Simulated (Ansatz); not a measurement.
# Rutile MnO2

All values below come from PBE (Ansatz, a program for electronic structure, PAW).

Run with plane-wave cutoff 500 eV, 10×10×14 k mesh (along the axes of the cell as run), Fermi–Dirac smearing 0.05 eV, spin-polarised with opposed moments, scalar-relativistic PAW data made under PBE.

Cell: relaxed at this level.

* **volume per atom**: 9.37 Å³/atom
* **magnetic moment (largest site, within a sphere)**: 2.23 μB
* **band gap**: zero (no gap)

Note: the collinear magnetic order is the start's and need not be the measured one.

Moments are spin moments.

Static lattice: no zero-point or thermal effects.
